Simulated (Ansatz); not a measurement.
Results of PBE (Ansatz, a first-principles code, plane waves, PAW) for bcc Li.

Numerical settings: plane-wave cutoff 520 eV, 16×16×16 k mesh, Fermi–Dirac smearing 0.1 eV, perturbation theory, scalar-relativistic PAW data made under PBE.

The cell has the measured lattice parameters. Conventional cell: a = 3.5093 Å, b = 3.5093 Å, c = 3.5093 Å, α = 90.00°, β = 90.00°, γ = 90.00°.

Space group Im-3m (No. 229); a = 3.509 Å, b = 3.509 Å, c = 3.509 Å, α = 90.00°, β = 90.00°, γ = 90.00°

```tsv
atom	site	symmetry	x	y	z
Li	2a	m-3m	0.0000	0.0000	0.0000
```
(The calculation used a cell of 1 atom; values per cell refer to that cell.)

Harmonic phonon frequencies (cm⁻¹; i marks an imaginary mode):

| q point | frequencies |
|---|---|
| H | 312 312 312 |
| N | 57 188 294 |
| P | 242 242 242 |

No imaginary mode appears at these points.

Note: the cell isn't this level's own, so it is under some stress, which shifts stiffness and frequencies.
